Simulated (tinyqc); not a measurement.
Worked calculation (part 2 of 2): RHF in the sto-3g basis, for H3O+, spin multiplicity 1. Computed by tinyqc, a small Python program that keeps every step (integrals from PySCF). Command: `OMP_NUM_THREADS=1 python tinyqc.py 25141 25142 out.jsonl` (the two numbers bound the seeds that draw the settings). One thread of a shared host (Intel(R) Xeon(R) Processor @ 2.60GHz), about 0.08 s of CPU time with the checks.

Geometry (angstrom):
```
atom         x         y        z
O      0.00000   0.00000  0.27000
H      1.06600   0.00000  0.00000
H     -0.53300   0.92300  0.00000
H     -0.53300  -0.92300  0.00000
```

## Iteration 1: diagonalisation and new density

Fock matrix F (hartree):
```
            1O 1s     1O 2s    1O 2px    1O 2py    1O 2pz     2H 1s     3H 1s     4H 1s
1O 1s   -20.43089  -5.23595   0.00001   0.00000   0.01498  -0.86205  -0.86236  -0.86236
1O 2s    -5.23595  -2.66332   0.00004   0.00000   0.07813  -0.93266  -0.93291  -0.93291
1O 2px    0.00001   0.00004  -0.70130   0.00000  -0.00001  -0.52425   0.26221   0.26221
1O 2py    0.00000   0.00000   0.00000  -0.70130   0.00000   0.00000  -0.45407   0.45407
1O 2pz    0.01498   0.07813  -0.00001   0.00000  -0.66135   0.14810   0.14814   0.14814
2H 1s    -0.86205  -0.93266  -0.52425   0.00000   0.14810  -0.66517  -0.28864  -0.28864
3H 1s    -0.86236  -0.93291   0.26221  -0.45407   0.14814  -0.28864  -0.66533  -0.28876
4H 1s    -0.86236  -0.93291   0.26221   0.45407   0.14814  -0.28864  -0.28876  -0.66533
```

X:
```
           1O 1s     1O 2s    1O 2px    1O 2py    1O 2pz     2H 1s     3H 1s     4H 1s
1O 1s    1.02438  -0.14296   0.00000   0.00000   0.00427   0.01811   0.01812   0.01812
1O 2s   -0.14296   1.21678  -0.00004   0.00000  -0.04125  -0.21274  -0.21282  -0.21282
1O 2px   0.00000  -0.00004   1.08217   0.00000   0.00001  -0.21353   0.10680   0.10680
1O 2py   0.00000   0.00000   0.00000   1.08218   0.00000   0.00000  -0.18496   0.18496
1O 2pz   0.00427  -0.04125   0.00001   0.00000   1.00873   0.04520   0.04522   0.04522
2H 1s    0.01811  -0.21274  -0.21353   0.00000   0.04520   1.13127  -0.04952  -0.04952
3H 1s    0.01812  -0.21282   0.10680  -0.18496   0.04522  -0.04952   1.13134  -0.04955
4H 1s    0.01812  -0.21282   0.10680   0.18496   0.04522  -0.04952  -0.04955   1.13134
```

Diagonalise F' = X^T F X, C = X C', fill 5 alpha and 5 beta electrons from the bottom; D = 2 C_occ C_occ^T. Each column has its largest component positive (the first on a tie).

F' = X^T F X (hartree):
```
           1         2         3         4         5         6         7         8
1  -20.04267  -2.74033   0.00001   0.00000   0.02598  -0.09165  -0.09172  -0.09172
2   -2.74033  -1.41718  -0.00004   0.00000  -0.01037  -0.42479  -0.42492  -0.42492
3    0.00001  -0.00004  -0.48355   0.00000   0.00001  -0.44877   0.22444   0.22444
4    0.00000   0.00000   0.00000  -0.48352   0.00000   0.00000  -0.38871   0.38871
5    0.02598  -0.01037   0.00001   0.00000  -0.64003   0.09476   0.09480   0.09480
6   -0.09165  -0.42479  -0.44877   0.00000   0.09476  -0.25740  -0.08093  -0.08093
7   -0.09172  -0.42492   0.22444  -0.38871   0.09480  -0.08093  -0.25736  -0.08096
8   -0.09172  -0.42492   0.22444   0.38871   0.09480  -0.08093  -0.08096  -0.25736
```

orbital energies (hartree): MO1 -20.44095, MO2 -1.49450, MO3 -0.90073, MO4 -0.90072, MO5 -0.66191, MO6 0.07824, MO7 0.24071, MO8 0.24080

coefficients C:
```
             MO1       MO2       MO3       MO4       MO5       MO6       MO7       MO8
1O 1s    0.99370  -0.22847   0.00000  -0.00002  -0.05038  -0.16913  -0.00011   0.00000
1O 2s    0.02782   0.81155   0.00000   0.00012   0.23057   0.96229   0.00065   0.00000
1O 2px   0.00000  -0.00004   0.00000   0.70390  -0.00004   0.00042  -0.86257   0.00000
1O 2py   0.00000   0.00000   0.70389   0.00000   0.00000   0.00000   0.00000   0.86259
1O 2pz  -0.00199  -0.08447   0.00000   0.00002   0.96754  -0.28655  -0.00020   0.00000
2H 1s   -0.00475   0.15031   0.00000   0.41277  -0.06400  -0.61377   0.89672   0.00000
3H 1s   -0.00476   0.15036   0.35748  -0.20638  -0.06398  -0.61304  -0.44892  -0.77696
4H 1s   -0.00476   0.15036  -0.35748  -0.20638  -0.06398  -0.61304  -0.44892   0.77696
```

D after iteration 1:
```
           1O 1s     1O 2s    1O 2px    1O 2py    1O 2pz     2H 1s     3H 1s     4H 1s
1O 1s    2.08437  -0.33878  -0.00001   0.00000  -0.06285  -0.07170  -0.07170  -0.07170
1O 2s   -0.33878   1.42509   0.00008   0.00000   0.30895   0.21428   0.21423   0.21423
1O 2px  -0.00001   0.00008   0.99094   0.00000  -0.00004   0.58108  -0.29054  -0.29054
1O 2py   0.00000   0.00000   0.00000   0.99093   0.00000   0.00000   0.50325  -0.50325
1O 2pz  -0.06285   0.30895  -0.00004   0.00000   1.88656  -0.14919  -0.14920  -0.14920
2H 1s   -0.07170   0.21428   0.58108   0.00000  -0.14919   0.39417  -0.11694  -0.11694
3H 1s   -0.07170   0.21423  -0.29054   0.50325  -0.14920  -0.11694   0.39421  -0.11695
4H 1s   -0.07170   0.21423  -0.29054  -0.50325  -0.14920  -0.11694  -0.11695   0.39421
```

Within a degenerate level the vectors are fixed only up to a rotation; this is one choice.

## Iteration 2: building the Fock matrix

core Hamiltonian H = T + V (hartree):
```
            1O 1s     1O 2s    1O 2px    1O 2py    1O 2pz     2H 1s     3H 1s     4H 1s
1O 1s   -33.05904  -7.69284   0.00000   0.00000   0.00867  -1.25923  -1.25969  -1.25969
1O 2s    -7.69284  -9.68007   0.00005   0.00000   0.10590  -3.05299  -3.05381  -3.05381
1O 2px    0.00000   0.00005  -7.92269   0.00000  -0.00001  -2.17956   1.09018   1.09018
1O 2py    0.00000   0.00000   0.00000  -7.92269   0.00000   0.00000  -1.88785   1.88785
1O 2pz    0.00867   0.10590  -0.00001   0.00000  -7.81210   0.57828   0.57848   0.57848
2H 1s    -1.25923  -3.05299  -2.17956   0.00000   0.57828  -4.80918  -0.97068  -0.97068
3H 1s    -1.25969  -3.05381   1.09018  -1.88785   0.57848  -0.97068  -4.80970  -0.97110
4H 1s    -1.25969  -3.05381   1.09018   1.88785   0.57848  -0.97068  -0.97110  -4.80970
```

nuclear repulsion = 12.4102114 hartree

Given earlier and not repeated: Two-electron integrals (ij|kl) in chemists' order.

J_ij = sum D_kl (ij|kl), K_ij = sum D_kl (ik|jl); F = H + J - 0.5 K; E = tr D H + tr D J / 2 - 0.25 tr D K + E_nn.

Coulomb J (hartree):
```
           1O 1s     1O 2s    1O 2px    1O 2py    1O 2pz     2H 1s     3H 1s     4H 1s
1O 1s   17.06455   3.20924   0.00000   0.00000   0.00629   0.52387   0.52406   0.52406
1O 2s    3.20924   8.02773  -0.00002   0.00000  -0.00317   2.53111   2.53179   2.53179
1O 2px   0.00000  -0.00002   8.01564   0.00000   0.00000   1.96828  -0.98450  -0.98450
1O 2py   0.00000   0.00000   0.00000   8.01564   0.00000   0.00000   1.70486  -1.70486
1O 2pz   0.00629  -0.00317   0.00000   0.00000   8.02821  -0.50314  -0.50332  -0.50332
2H 1s    0.52387   2.53111   1.96828   0.00000  -0.50314   4.56208   0.81163   0.81163
3H 1s    0.52406   2.53179  -0.98450   1.70486  -0.50332   0.81163   4.56255   0.81198
4H 1s    0.52406   2.53179  -0.98450  -1.70486  -0.50332   0.81163   0.81198   4.56255
```

exchange K (hartree):
```
           1O 1s     1O 2s    1O 2px    1O 2py    1O 2pz     2H 1s     3H 1s     4H 1s
1O 1s    9.74305   1.65271   0.00000   0.00000  -0.00209   0.28187   0.28197   0.28197
1O 2s    1.65271   2.49650  -0.00001   0.00000   0.08316   0.92675   0.92697   0.92697
1O 2px   0.00000  -0.00001   1.83061   0.00000   0.00000   0.73096  -0.36557  -0.36557
1O 2py   0.00000   0.00000   0.00000   1.83063   0.00000   0.00000   0.63309  -0.63309
1O 2pz  -0.00209   0.08316   0.00000   0.00000   2.18574  -0.18664  -0.18669  -0.18669
2H 1s    0.28187   0.92675   0.73096   0.00000  -0.18664   0.98683   0.24495   0.24495
3H 1s    0.28197   0.92697  -0.36557   0.63309  -0.18669   0.24495   0.98706   0.24507
4H 1s    0.28197   0.92697  -0.36557  -0.63309  -0.18669   0.24495   0.24507   0.98706
```

Fock matrix F (hartree):
```
            1O 1s     1O 2s    1O 2px    1O 2py    1O 2pz     2H 1s     3H 1s     4H 1s
1O 1s   -20.86602  -5.30996   0.00000   0.00000   0.01600  -0.87629  -0.87661  -0.87661
1O 2s    -5.30996  -2.90059   0.00004   0.00000   0.06115  -0.98525  -0.98550  -0.98550
1O 2px    0.00000   0.00004  -0.82235   0.00000  -0.00001  -0.57675   0.28846   0.28846
1O 2py    0.00000   0.00000   0.00000  -0.82237   0.00000   0.00000  -0.49953   0.49953
1O 2pz    0.01600   0.06115  -0.00001   0.00000  -0.87676   0.16846   0.16850   0.16850
2H 1s    -0.87629  -0.98525  -0.57675   0.00000   0.16846  -0.74052  -0.28154  -0.28154
3H 1s    -0.87661  -0.98550   0.28846  -0.49953   0.16850  -0.28154  -0.74068  -0.28166
4H 1s    -0.87661  -0.98550   0.28846   0.49953   0.16850  -0.28154  -0.28166  -0.74068
```

total energy of this density = -75.2796713 hartree

## Iteration 2: DIIS over 2 matrices

error matrix X^T (FDS - SDF) X:
```
          1         2         3         4         5         6         7         8
1   0.00000  -0.02944   0.00001   0.00000   0.01626   0.04121   0.04122   0.04122
2   0.02944   0.00000  -0.00002   0.00000  -0.04166  -0.11774  -0.11776  -0.11776
3  -0.00001   0.00002   0.00000   0.00000   0.00000  -0.00981   0.00492   0.00492
4   0.00000   0.00000   0.00000   0.00000   0.00000   0.00000  -0.00851   0.00851
5  -0.01626   0.04166   0.00000   0.00000   0.00000   0.00670   0.00670   0.00670
6  -0.04121   0.11774   0.00981   0.00000  -0.00670   0.00000   0.00000   0.00000
7  -0.04122   0.11776  -0.00492   0.00851  -0.00670   0.00000   0.00000   0.00000
8  -0.04122   0.11776  -0.00492  -0.00851  -0.00670   0.00000   0.00000   0.00000
```

B (overlaps of the stored error matrices):
```
               1              2
1  1.9152469e+00  1.7975262e-01
2  1.7975262e-01  9.9974113e-02
```

Minimise |sum c_i e_i|^2 with sum c_i = 1: solve [B -1; -1 0][c; lambda] = [0; -1] with B_ij = tr e_i^T e_j, and take F = sum c_i F_i.

DIIS coefficients: -0.04818  1.04818

extrapolated F (hartree):
```
            1O 1s     1O 2s    1O 2px    1O 2py    1O 2pz     2H 1s     3H 1s     4H 1s
1O 1s   -20.88699  -5.31353   0.00000   0.00000   0.01605  -0.87698  -0.87730  -0.87730
1O 2s    -5.31353  -2.91203   0.00004   0.00000   0.06034  -0.98779  -0.98804  -0.98804
1O 2px    0.00000   0.00004  -0.82819   0.00000  -0.00001  -0.57928   0.28973   0.28973
1O 2py    0.00000   0.00000   0.00000  -0.82820   0.00000   0.00000  -0.50172   0.50172
1O 2pz    0.01605   0.06034  -0.00001   0.00000  -0.88714   0.16944   0.16948   0.16948
2H 1s    -0.87698  -0.98779  -0.57928   0.00000   0.16944  -0.74415  -0.28119  -0.28119
3H 1s    -0.87730  -0.98804   0.28973  -0.50172   0.16948  -0.28119  -0.74431  -0.28131
4H 1s    -0.87730  -0.98804   0.28973   0.50172   0.16948  -0.28119  -0.28131  -0.74431
```

## Iteration 2: diagonalisation and new density

As before.

F' = X^T F X (hartree):
```
           1         2         3         4         5         6         7         8
1  -20.50447  -2.72692   0.00001   0.00000   0.02869  -0.09851  -0.09859  -0.09859
2   -2.72692  -1.69098  -0.00003   0.00000  -0.03332  -0.42582  -0.42593  -0.42593
3    0.00001  -0.00003  -0.59990   0.00000   0.00001  -0.47174   0.23592   0.23592
4    0.00000   0.00000   0.00000  -0.59990   0.00000   0.00000  -0.40859   0.40859
5    0.02869  -0.03332   0.00001   0.00000  -0.86264   0.10944   0.10947   0.10947
6   -0.09851  -0.42582  -0.47174   0.00000   0.10944  -0.32381  -0.05978  -0.05978
7   -0.09859  -0.42593   0.23592  -0.40859   0.10947  -0.05978  -0.32379  -0.05981
8   -0.09859  -0.42593   0.23592   0.40859   0.10947  -0.05978  -0.05981  -0.32379
```

orbital energies (hartree): MO1 -20.89542, MO2 -1.70405, MO3 -1.03369, MO4 -1.03368, MO5 -0.89740, MO6 -0.00460, MO7 0.16975, MO8 0.16982

coefficients C:
```
             MO1       MO2       MO3       MO4       MO5       MO6       MO7       MO8
1O 1s    0.99429  -0.23917   0.00000  -0.00002  -0.04476  -0.15158  -0.00008   0.00000
1O 2s    0.02527   0.88114   0.00000   0.00012   0.21752   0.90232   0.00051   0.00000
1O 2px   0.00000  -0.00004   0.00000   0.70840  -0.00007   0.00032  -0.85887   0.00000
1O 2py   0.00000   0.00000   0.70840   0.00000   0.00000   0.00000   0.00000   0.85889
1O 2pz  -0.00186  -0.07093   0.00000   0.00006   0.96524  -0.29778  -0.00016   0.00000
2H 1s   -0.00418   0.10691   0.00000   0.40805  -0.07886  -0.62100   0.89894   0.00000
3H 1s   -0.00418   0.10695   0.35340  -0.20403  -0.07882  -0.62043  -0.44992  -0.77882
4H 1s   -0.00418   0.10695  -0.35340  -0.20403  -0.07882  -0.62043  -0.44992   0.77882
```

D after iteration 2:
```
           1O 1s     1O 2s    1O 2px    1O 2py    1O 2pz     2H 1s     3H 1s     4H 1s
1O 1s    2.09562  -0.39072  -0.00001   0.00000  -0.05619  -0.05241  -0.05241  -0.05241
1O 2s   -0.39072   1.64871   0.00007   0.00000   0.29483   0.15399   0.15392   0.15392
1O 2px  -0.00001   0.00007   1.00367   0.00000  -0.00004   0.57814  -0.28907  -0.28907
1O 2py   0.00000   0.00000   0.00000   1.00367   0.00000   0.00000   0.50070  -0.50070
1O 2pz  -0.05619   0.29483  -0.00004   0.00000   1.87345  -0.16733  -0.16733  -0.16733
2H 1s   -0.05241   0.15399   0.57814   0.00000  -0.16733   0.36835  -0.13118  -0.13118
3H 1s   -0.05241   0.15392  -0.28907   0.50070  -0.16733  -0.13118   0.36838  -0.13119
4H 1s   -0.05241   0.15392  -0.28907  -0.50070  -0.16733  -0.13118  -0.13119   0.36838
```

Within a degenerate level the vectors are fixed only up to a rotation; this is one choice.

## Iteration 8 (converged): orbitals

converged F (hartree):
```
            1O 1s     1O 2s    1O 2px    1O 2py    1O 2pz     2H 1s     3H 1s     4H 1s
1O 1s   -20.79977  -5.29253   0.00000   0.00000   0.01573  -0.87382  -0.87413  -0.87413
1O 2s    -5.29253  -2.89782   0.00004   0.00000   0.06479  -0.97149  -0.97174  -0.97174
1O 2px    0.00000   0.00004  -0.79153   0.00000  -0.00001  -0.56967   0.28492   0.28492
1O 2py    0.00000   0.00000   0.00000  -0.79155   0.00000   0.00000  -0.49340   0.49340
1O 2pz    0.01573   0.06479  -0.00001   0.00000  -0.84250   0.17408   0.17412   0.17412
2H 1s    -0.87382  -0.97149  -0.56967   0.00000   0.17408  -0.72453  -0.27113  -0.27113
3H 1s    -0.87413  -0.97174   0.28492  -0.49340   0.17412  -0.27113  -0.72469  -0.27125
4H 1s    -0.87413  -0.97174   0.28492   0.49340   0.17412  -0.27113  -0.27125  -0.72469
```

As before.

F' = X^T F X (hartree):
```
           1         2         3         4         5         6         7         8
1  -20.41867  -2.71552   0.00001   0.00000   0.02791  -0.09960  -0.09968  -0.09968
2   -2.71552  -1.69495  -0.00003   0.00000  -0.03131  -0.41530  -0.41542  -0.41542
3    0.00001  -0.00003  -0.56299   0.00000   0.00001  -0.46968   0.23490   0.23490
4    0.00000   0.00000   0.00000  -0.56298   0.00000   0.00000  -0.40681   0.40681
5    0.02791  -0.03131   0.00001   0.00000  -0.81624   0.11618   0.11621   0.11621
6   -0.09960  -0.41530  -0.46968   0.00000   0.11618  -0.31007  -0.05462  -0.05462
7   -0.09968  -0.41542   0.23490  -0.40681   0.11621  -0.05462  -0.31005  -0.05464
8   -0.09968  -0.41542   0.23490   0.40681   0.11621  -0.05462  -0.05464  -0.31005
```

orbital energies (hartree): MO1 -20.80822, MO2 -1.68762, MO3 -1.00472, MO4 -1.00470, MO5 -0.85690, MO6 0.00358, MO7 0.18626, MO8 0.18633

coefficients C:
```
             MO1       MO2       MO3       MO4       MO5       MO6       MO7       MO8
1O 1s    0.99427  -0.24115   0.00000  -0.00002  -0.04827  -0.14745  -0.00007   0.00000
1O 2s    0.02535   0.89259   0.00000   0.00012   0.23805   0.88572   0.00048   0.00000
1O 2px   0.00000  -0.00004   0.00000   0.69906  -0.00006   0.00030  -0.86650   0.00000
1O 2py   0.00000   0.00000   0.69906   0.00000   0.00000   0.00000   0.00000   0.86652
1O 2pz  -0.00185  -0.07548   0.00000   0.00006   0.95830  -0.31835  -0.00016   0.00000
2H 1s   -0.00419   0.09892   0.00000   0.41777  -0.09268  -0.62040   0.89448   0.00000
3H 1s   -0.00419   0.09895   0.36182  -0.20890  -0.09264  -0.61986  -0.44767  -0.77495
4H 1s   -0.00419   0.09895  -0.36182  -0.20890  -0.09264  -0.61986  -0.44767   0.77495
```

D after iteration 8:
```
           1O 1s     1O 2s    1O 2px    1O 2py    1O 2pz     2H 1s     3H 1s     4H 1s
1O 1s    2.09810  -0.40308  -0.00001   0.00000  -0.05980  -0.04711  -0.04710  -0.04710
1O 2s   -0.40308   1.70807   0.00006   0.00000   0.32139   0.13235   0.13228   0.13228
1O 2px  -0.00001   0.00006   0.97736   0.00000  -0.00004   0.58410  -0.29206  -0.29206
1O 2py   0.00000   0.00000   0.00000   0.97736   0.00000   0.00000   0.50586  -0.50586
1O 2pz  -0.05980   0.32139  -0.00004   0.00000   1.84809  -0.19250  -0.19249  -0.19249
2H 1s   -0.04711   0.13235   0.58410   0.00000  -0.19250   0.38585  -0.13776  -0.13776
3H 1s   -0.04710   0.13228  -0.29206   0.50586  -0.19249  -0.13776   0.38588  -0.13776
4H 1s   -0.04710   0.13228  -0.29206  -0.50586  -0.19249  -0.13776  -0.13776   0.38588
```

Within a degenerate level the vectors are fixed only up to a rotation; this is one choice.

## Convergence

Stop when the energy changes by less than 1e-10 hartree and every element of the error matrix X^T (F D S - S D F) X is below 3e-06.

Course of the cycle:
```
iteration  E (hartree)     change  largest element of the error matrix
1          -75.0288962          -                             4.27e-01
2          -75.2796713  -2.51e-01                             1.18e-01
3          -75.2962874  -1.66e-02                             2.29e-02
4          -75.2976571  -1.37e-03                             5.47e-03
5          -75.2977378  -8.08e-05                             1.31e-03
6          -75.2977456  -7.79e-06                             2.65e-05
7          -75.2977456  -2.63e-09                             3.98e-07
8          -75.2977456  -2.84e-13                             1.74e-08
```

PySCF RHF in the same basis = -75.2977456 hartree

Converged in 8 iterations.

## Populations, bond orders and dipole

overlap S:
```
          1O 1s    1O 2s    1O 2px    1O 2py    1O 2pz     2H 1s     3H 1s     4H 1s
1O 1s   1.00000  0.23670   0.00000   0.00000   0.00000   0.03844   0.03845   0.03845
1O 2s   0.23670  1.00000   0.00000   0.00000   0.00000   0.38634   0.38643   0.38643
1O 2px  0.00000  0.00000   1.00000   0.00000   0.00000   0.33035  -0.16523  -0.16523
1O 2py  0.00000  0.00000   0.00000   1.00000   0.00000   0.00000   0.28612  -0.28612
1O 2pz  0.00000  0.00000   0.00000   0.00000   1.00000  -0.08367  -0.08370  -0.08370
2H 1s   0.03844  0.38634   0.33035   0.00000  -0.08367   1.00000   0.15263   0.15263
3H 1s   0.03845  0.38643  -0.16523   0.28612  -0.08370   0.15263   1.00000   0.15270
4H 1s   0.03845  0.38643  -0.16523  -0.28612  -0.08370   0.15263   0.15270   1.00000
```

Mulliken: Z minus the diagonal of D S on the atom; Loewdin: the same with S^(1/2) D S^(1/2); Mayer order: 2 sum_s sum (D(s) S)_ij (D(s) S)_ji over the two atoms.

Charges (e):
```
atom  Mulliken  Loewdin
1O    -0.19336  0.00654
2H     0.39782  0.33120
3H     0.39777  0.33113
4H     0.39777  0.33113
```

Mayer bond orders:
```
pair    order
2-1   0.80744
3-1   0.80748
3-2   0.01715
4-1   0.80748
4-2   0.01715
4-3   0.01714
```

dipole moment about the origin, x y z (debye): 0.00021  0.00000  -0.69398
